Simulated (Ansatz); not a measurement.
K2Sn3Sb2S10 (P2₁/c, No. 14; cell taken from a computed entry) was calculated with r²SCAN in Ansatz (plane waves, PAW).

Settings: plane-wave cutoff 560 eV, 6×4×4 k mesh (along the axes of the cell as run), Fermi–Dirac smearing 0.01 eV, scalar-relativistic PAW data made under PBE.

Cell (relaxed with PBEsol):

```cif
data_K4S20Sb4Sn6
_chemical_formula_sum 'K4 Sn6 Sb4 S20'
_space_group_name_H-M_alt 'P 1'
_space_group_IT_number 1
_cell_length_a 6.69283
_cell_length_b 13.04535
_cell_length_c 11.56534
_cell_angle_alpha 90.000
_cell_angle_beta 116.286
_cell_angle_gamma 90.000
loop_
_space_group_symop_operation_xyz
  'x, y, z'
loop_
_atom_site_label
_atom_site_type_symbol
_atom_site_fract_x
_atom_site_fract_y
_atom_site_fract_z
_atom_site_occupancy
K1 K 0.57147 0.32648 0.17927 1
K2 K 0.42853 0.67352 0.82073 1
K3 K 0.42853 0.82648 0.32073 1
K4 K 0.57147 0.17352 0.67927 1
Sn1 Sn 0.50000 0.00000 0.00000 1
Sn2 Sn 0.50000 0.50000 0.50000 1
Sn3 Sn 0.88736 0.05089 0.34044 1
Sn4 Sn 0.11264 0.94911 0.65956 1
Sn5 Sn 0.11264 0.55089 0.15956 1
Sn6 Sn 0.88736 0.44911 0.84044 1
Sb1 Sb 0.99739 0.15667 0.08523 1
Sb2 Sb 0.00261 0.84333 0.91477 1
Sb3 Sb 0.00261 0.65667 0.41477 1
Sb4 Sb 0.99739 0.34333 0.58523 1
S1 S 0.59310 0.18279 0.96370 1
S2 S 0.40690 0.81721 0.03630 1
S3 S 0.40690 0.68279 0.53630 1
S4 S 0.59310 0.31721 0.46370 1
S5 S 0.92828 0.97448 0.12953 1
S6 S 0.07172 0.02552 0.87047 1
S7 S 0.07172 0.47448 0.37047 1
S8 S 0.92828 0.52552 0.62953 1
S9 S 0.51109 0.94782 0.78715 1
S10 S 0.48891 0.05218 0.21285 1
S11 S 0.48891 0.44782 0.71285 1
S12 S 0.51109 0.55218 0.28715 1
S13 S 0.05515 0.20568 0.30910 1
S14 S 0.94485 0.79432 0.69090 1
S15 S 0.94485 0.70568 0.19090 1
S16 S 0.05515 0.29432 0.80910 1
S17 S 0.08692 0.89447 0.44351 1
S18 S 0.91308 0.10553 0.55649 1
S19 S 0.91308 0.39447 0.05649 1
S20 S 0.08692 0.60553 0.94351 1
```

Q: Estimate the band gap, smallest direct gap on the k points sampled and direct gap at Γ that the calculation returns.

A: 
- band gap = 1.94 eV
- smallest direct gap on the k points sampled = 2.05 eV
- direct gap at Γ = 2.21 eV

Note: cell and atoms aren't relaxed at this level (largest force component 0.21 eV/Å, pressure 0.8 GPa).

Spin–orbit coupling is not included.

Computed values are for the static lattice.

It cost roughly 16 core-minutes of CPU time.

Ansatz is a quantum-chemistry and plane-wave program.
